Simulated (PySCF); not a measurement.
# TDDFT beside published excitation energies

Published values to compare with (the computed states carry no symmetry labels, so the two lists aren't matched line by line):

| state | E (eV) | f | kind of transition | source |
| --- | --- | --- | --- | --- |
| 3A''(n→π*) | 5.42 |  | vertical absorption | [1] |
| 1A''(n→π*) | 5.70 |  | vertical absorption | [1] |
| 3A'(π→π*) | 5.88 |  | vertical absorption | [1] |
| 1A'(π→π*) | 7.67 |  | vertical absorption | [1] |

[1] computed, CC3/TZVP, gas; arXiv:2401.06101 (2024), CC3 reference column of Thiel's set

C2H5NO.
Numbering: `[CH3:1][C:2]([NH2:3])=[O:4]` (hydrogens: H5, H6, H7 on C1; H8, H9 on N3)

Method: TDDFT PBE0/def2-SVPD, vertical, gas phase, core orbitals frozen in the response (PySCF 2.14.0, density-fitted response routines). Isolated species at its GFN2-xTB geometry, gas phase. Torsions of this conformer, `[CH3:1][C:2]([NH2:3])=[O:4]`: H–N3–C2–C1 -179°, H–N3–C2–C1 -1°.

Computed singlets: 5.74 eV (f 0.000); 6.77 eV (f 0.028); 7.11 eV (f 0.009); 7.55 eV (f 0.117); 8.14 eV (f 0.101); 8.31 eV (f 0.005); 8.35 eV (f 0.026); 8.67 eV (f 0.003). Computed triplets (Tamm–Dancoff): 5.22, 5.68, 6.67 eV.

Task: How does the lowest computed singlet compare with the best estimate listed for the lowest singlet (vertical absorption)?

Result: 5.74 eV against 5.70 eV for 1A''(n→π*) [1]: a difference of +0.04 eV. Geometry and basis of the two calculations needn't be the same.

Task: How does the lowest computed triplet compare with the best estimate listed for the lowest triplet (vertical absorption)?

Result: 5.22 eV against 5.42 eV for 3A''(n→π*) [1]: a difference of -0.20 eV. Geometry and basis of the two calculations needn't be the same.
